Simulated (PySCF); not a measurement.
# NEVPT2(11,9)/STO-3G run of N2H (dinitrogen monohydride)

Aim: the energy change on altering one bond length of N2H (dinitrogen monohydride) at NEVPT2(11,9)/STO-3G, from 2 runs. Input form: a Python script.

Program for the calculation: PySCF 2.14.0.

9 further runs of the same task are left out: 9 set aside as unsound or not needed.

## (1) The molecule

N2H has 3 atoms, charge 0, and is taken as a doublet. SMILES: `[N]=N`. Geometry: relaxed at PBE0-D4/def2-TZVP.

Bond lengths: N1–N2 1.165 Å, N2–H3 1.057 Å. Angles: N1–N2–H3 117.5°.

## (2) A single-point energy at NEVPT2(11,9)/STO-3G

Input file calc.py:

```python
import numpy
from pyscf import gto, scf, mp, mcscf, mrpt

mol = gto.Mole()
mol.atom = [
    ('N', (0.710530, -0.606720, 0.326180)),
    ('N', (-0.268660, -0.217710, -0.170100)),
    ('H', (-0.441870, 0.824430, -0.156080)),
]
mol.basis = 'sto-3g'
mol.charge = 0
mol.spin = 1
mol.verbose = 3
mol.max_memory = 1860
mol.build()

mf = mol.ROHF()
mf.conv_tol = 1e-10
mf.kernel()
if not mf.converged:
    mf = mf.newton().run(mf.mo_coeff, mf.mo_occ)

pt = mp.MP2(scf.addons.convert_to_uhf(mf)).run()
noons, natorbs = mcscf.addons.make_natural_orbitals(pt)
print('natural occupations', numpy.round(noons[:40], 4))
cas = mcscf.CASSCF(mf, 9, 11)
cas.fix_spin_(ss=0.75)
cas.natorb = True
cas.kernel(natorbs)
e_pt2 = mrpt.NEVPT(cas).kernel()
e_tot = cas.e_tot + e_pt2
print('E(%s) = %.9f' % ('NEVPT2', e_tot))
```

Started as:

```console
$ OMP_NUM_THREADS=1 python calc.py
```

Log:

```text
converged SCF energy = -107.979815416156
E(UMP2) = -108.093363711676  E_corr = -0.113548295519729
E(SCS-UMP2) = -108.093724389905  E_corr = -0.11390897374821
natural occupations [2.     2.     1.9966 1.9918 1.9812 1.9791 1.9459 1.0123 0.0588 0.0198
 0.0145]
CASSCF energy = -108.117635080793
CASCI E = -108.117635080793  E(CI) = -34.9182751887324  S^2 = 0.7500000
Sr    (-1)',   E = -0.00000000000000
Si    (+1)',   E = -0.00012675976569
Sijrs (0)  ,   E = 0.00000000000000
Sijr  (+1) ,   E = -0.00000000000000
Srsi  (-1) ,   E = -0.00000000000000
Srs   (-2) ,   E = 0.00000000000000
Sij   (+2) ,   E = -0.00008557268898
Sir   (0)' ,   E = -0.00000000000000
Nevpt2 Energy = -0.000212332454667
E(NEVPT2) = -108.117847413
```

Run time: 5.1 s. Hardware: 1 thread of AMD EPYC 7R43 (Zen 3), shared host; peak memory 0.14 GiB.

## (3) The distorted shape at the same level

Input file job.py:

```python
import numpy
from pyscf import gto, scf, mp, mcscf, mrpt

mol = gto.Mole()
mol.atom = '''
N      1.022311    -2.482590     0.300944
N      0.043121    -2.093580    -0.195336
H     -0.441870     0.824430    -0.156080
'''
mol.spin = 1
mol.max_memory = 1860
mol.basis = 'sto-3g'
mol.verbose = 3
mol.build()

calc0 = scf.ROHF(mol)
calc0.conv_tol = 1e-10
calc0.kernel()
if not calc0.converged:
    calc0 = calc0.newton().run(calc0.mo_coeff, calc0.mo_occ)

pt = mp.MP2(scf.addons.convert_to_uhf(calc0)).run()
noons, natorbs = mcscf.addons.make_natural_orbitals(pt)
print('natural occupations', numpy.round(noons[:40], 4))
cas = mcscf.CASSCF(calc0, 9, 11)
cas.fix_spin_(ss=0.75)
cas.natorb = True
cas.kernel(natorbs)
e_pt2 = mrpt.NEVPT(cas).kernel()
energy = cas.e_tot + e_pt2
print('Final energy', energy)
```

Started as:

```console
$ OMP_NUM_THREADS=1 python job.py
```

Log:

```text
converged SCF energy = -107.964075663507
E(UMP2) = -108.144128742795  E_corr = -0.180053079287831
E(SCS-UMP2) = -108.138523211421  E_corr = -0.174447547913565
natural occupations [2.     2.     1.9962 1.9926 1.9735 1.9225 1.9224 1.     0.0827 0.0827
 0.0274]
CASSCF energy = -108.141767716018
CASCI E = -108.141767716018  E(CI) = -32.6782943245144  S^2 = 0.7500000
Sr    (-1)',   E = -0.00000000000000
Si    (+1)',   E = -0.00004172659406
Sijrs (0)  ,   E = 0.00000000000000
Sijr  (+1) ,   E = -0.00000000000000
Srsi  (-1) ,   E = -0.00000000000000
Srs   (-2) ,   E = 0.00000000000000
Sij   (+2) ,   E = -0.00007050009317
Sir   (0)' ,   E = -0.00000000000000
Nevpt2 Energy = -0.000112226687232
Final energy -108.14187994270475
```

It took 5.4 s on 1 thread of AMD EPYC 7R43 (Zen 3), shared host; peak memory 0.14 GiB.

## (4) Outcome

At NEVPT2(11,9)/STO-3G:

```
                                                         quantity          value
                                        first shape: total energy  -108.11785 Eh
                first shape: dipole moment (Hartree–Fock density)         1.83 D
                                    distorted shape: total energy  -108.14188 Eh
            distorted shape: dipole moment (Hartree–Fock density)         0.00 D
energy change with the N2–H3 bond stretched from 1.057 to 2.958 Å      -0.654 eV
```

What this shows: With the N2–H3 bond stretched from 1.057 to 2.958 Å the energy falls by 0.65 eV (15.1 kcal/mol). The first shape isn't relaxed at this level, so the change isn't measured from a minimum. The minimal basis adds a large error of its own.
